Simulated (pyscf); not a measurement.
Thermochemistry of product channels of H₃C–ZnH + ammonia (NH₃) on the singlet surface, in kcal/mol, from ωB97M-D3(BJ)/def2-TZVP energies (ideal gas, 1 atm, RRHO with modes under 100 cm⁻¹ raised to 100, one conformer, R ln 2 for chiral ones without a mode under 150 cm⁻¹). Structures and frequencies: ωB97X-D3(BJ)/def2-SVP in PySCF.

```json
[
 {"products": "methane (CH₄) + H₂N–ZnH", "ΔE": "-9.2", "ΔH(298 K)": "-9.4", "ΔG(298 K)": "-9.8", "ΔG(1200 K)": "-11.1"},
 {"products": "H₃C–Zn–NH₂ + hydrogen (H₂)", "ΔE": "+1.6", "ΔH(298 K)": "-1.0", "ΔG(298 K)": "-0.8", "ΔG(1200 K)": "-3.7"}
]
```

These are energies of the channels, which say nothing of barriers. Elements up to Kr have no core potential and no relativistic terms here.
